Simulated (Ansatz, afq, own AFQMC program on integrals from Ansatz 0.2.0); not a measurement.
AFQMC on a folder of integrals that Ansatz 0.2.0 wrote.

```yaml
crystal:
  periodic: [false, false, false]
  atoms:
    - {symbol: Cu, position_ang: [0.000000, 0.000000, 0.000000]}
basis:
  gaussian: {orbitals: def2-SVP}
magnetization: {spin_polarized: true, initial_magnetization: 1}
correlation: {method: ccsd_t, electrons: outside_noble_gas, hamiltonian_folder: ham}
```

```sh
$ ansatz run in.yaml --threads 2 --pin off --events-out ev --progress --plain --max-ram 34560MiB --backend cuda --devices 0, --max-vram 37GiB
```

Options of the walk:

```
--method phaseless --trial hf --walkers 4000 --populations 20 --least-time 40 --time-step 0.005 --steps-per-block 20 --equilibration-blocks 320 --max-blocks 4000 --target-error 0.001 --factor-cut 1e-05 --start spin_pure --seed 3026 --taylor-order 6
```

Times are imaginary, in 1/Eh. The walk had a cap of 98 s. With eight or more populations the least sampling time is a fifth of least-time, and the error comes from their spread.

Log:

```
orbitals 22  electrons 6 5  factors 180 of 237
reference energy -1638.68858330 Eh
CCSD correlation -0.25178420 Eh in 10 cycles, weight of the determinant in the CISD state 0.9501
energy of the start -1638.688607 Eh
 block  time / (1/Eh)  mean weight  energy / Eh
     1     0.100  1.0027  -1638.816219
     2     0.200  1.0028  -1638.867035
     3     0.300  1.0024  -1638.892842
     4     0.400  1.0018  -1638.905391
     5     0.500  1.0014  -1638.921663
     7     0.700  1.0009  -1638.937546
     9     0.900  1.0008  -1638.943949
    12     1.200  1.0002  -1638.943301
    34     3.400  0.9999  -1638.951925
    56     5.600  0.9997  -1638.941263
    78     7.800  0.9999  -1638.957504
   100    10.000  0.9999  -1638.947350
   122    12.200  0.9999  -1638.947461
   144    14.400  0.9997  -1638.954701
   166    16.600  0.9992  -1638.945564
   188    18.800  1.0000  -1638.950278
   210    21.000  0.9993  -1638.945199
   232    23.200  1.0000  -1638.944551
   254    25.400  0.9999  -1638.948083
   276    27.600  0.9996  -1638.944346
   298    29.800  1.0009  -1638.951749
   320    32.000  1.0013  -1638.954870
   342    34.200  1.0008  -1638.944608
   364    36.400  1.0003  -1638.946613
   386    38.600  1.0008  -1638.942968
   408    40.800  0.9998  -1638.957099
   430    43.000  1.0007  -1638.945260
error from the spread of 20 populations
energy -1638.945886 +/- 0.000910 Eh
(rows thinned)
```

The run passed its tests (sampling time, drift between the halves within three errors, error under three times the target), which doesn't prove that it has relaxed.

Against this walk (error 24.8 meV) on the same determinant: CCSD(T) 162.3 meV lower, CCSDT(Q) 88.2 meV lower, CCSDTQ 113.0 meV lower, a separate phaseless walk with a CISD trial and standard settings 71.9 ± 25.1 meV lower. The error is statistical and leaves out the bias of the constraint. CCSDTQ is the surest value here, so the walk's 113 meV above it is most likely the bias of the constraint with this trial, which can have either sign.

Cautions: constraint bias not in the error; no relativity below Rb; outer-core shells of the metal frozen.

The walk took 36 s on 1 × NVIDIA H100 80GB HBM3 with 4 threads of AMD EPYC 7R13 Processor (Zen 3), on a shared host (the card was shared). The log's last line is the phaseless energy.

CCSDT and higher add their correlation energy to the determinant of the CCSD(T) run, since their own runs factorise the integrals more tightly (a shift of under 2 meV). A walk keeps the symmetry of its determinant, which the program's search chose and which needn't be the lowest solution, so a lower state of the same spin and another symmetry isn't excluded.
